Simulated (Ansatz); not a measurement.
# SiHS+ (triplet): the correlation ladder, def2-QZVPP

The task here is to estimate one member of a computed series from the others.

Program: Ansatz 0.2.0, Gaussian basis. Level of theory: def2-QZVPP, core rule «outside noble gas», up to 10 orbitals frozen. These are calculated values, not measurements.

To be run: UHF; ROHF; CCSD(T) on UHF.

**The geometry**

The geometry is a PBE0/def2-TZVP stationary point (not a proven minimum) of the parent state, kept for this charge and spin.

3 atoms, charge 1, spin multiplicity 3.

Atoms are counted from 1 here; the program's logs count them from 0.

Bond lengths: Si1–S2 2.172 Å, Si1–H3 1.496 Å. Angles: S2–Si1–H3 117.1°.

Set-up of the first run:

File in.yaml:

```yaml
crystal:
  periodic: [false, false, false]
  atoms:
    - {symbol: Si, position_ang: [0.000000, -0.094141, 1.124038]}
    - {symbol: S, position_ang: [0.000000, 0.044996, -1.043902]}
    - {symbol: H, position_ang: [0.000000, 1.191747, 1.888549]}
basis:
  gaussian: {orbitals: "def2-QZVPP.json"}
total_charge: 1
magnetization: {spin_polarized: true, initial_magnetization: 2}
hamiltonian: {xc: hf}
output: {orbitals: {seedname: orbitals}}
```

Launch:

```sh
$ ansatz run in.yaml --threads 1 --pin off --events-out ev --progress --plain --max-ram 2393MiB
```

Among the steps run: UHF; ROHF; CCSD(T) on UHF.

One of the session's tables, all rows but one given; the rest of the session is left out.

```
  method  from UCCSD(T) (meV)
    ROHF              +7681.9
     UHF              +7469.5
    UMP2                    ?
   UCCSD               +379.0
UCCSD(T)                    0
```

Q: Estimate the row for UMP2 from the others.

The run gave: from UCCSD(T) (meV): +1244.5. In the column «from UCCSD(T) (meV)» it lies between UCCSD (+379.0) and UHF (+7469.5).
